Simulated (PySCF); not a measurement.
# SiC: from constants to spectrum

ROHF-CCSD(T) constants of SiC, ³Π (triplet), unpaired electrons σ ↑, π ↑ (PySCF, no relativity, basis sets Si def2-TZVPPD, C def2-TZVPPD; masses 27.9769 and 12.0000 u):

- ωe: 955.3 cm⁻¹
- ωexe: 5.68 cm⁻¹
- Be: 0.67022 cm⁻¹
- αe: 0.00549 cm⁻¹
- D (centrifugal): 1.32e-06 cm⁻¹
- De to Si + C: 4.19 eV

(1) Give the vibrational terms G(v) and spacings up to v = 6.

(2) How well does the Morse estimate ωe²/(4ωexe) reproduce De, and what is D0?

Correlated steps freeze 6 core orbitals. The CCSD T1 diagnostic is raised, a sign that a single reference may not be enough here. The state is the lowest determinant that a PBE0 search found; another state may lie lower at other levels.

Answers

(1) G(v) = ωe(v+½) − ωexe(v+½)².

| v | G(v) (cm⁻¹) | G(v) − G(v−1) | Bv (cm⁻¹) |
| --- | --- | --- | --- |
| 0 | 476.2 |  | 0.6675 |
| 1 | 1420.2 | 943.9 | 0.6620 |
| 2 | 2352.8 | 932.6 | 0.6565 |
| 3 | 3274.0 | 921.2 | 0.6510 |
| 4 | 4183.8 | 909.9 | 0.6455 |
| 5 | 5082.3 | 898.5 | 0.6400 |
| 6 | 5969.5 | 887.1 | 0.6345 |

(2) It gives 4.98 eV, 119 % of the computed De. D0 = De − G(0) = 4.19 − 0.06 = 4.13 eV.
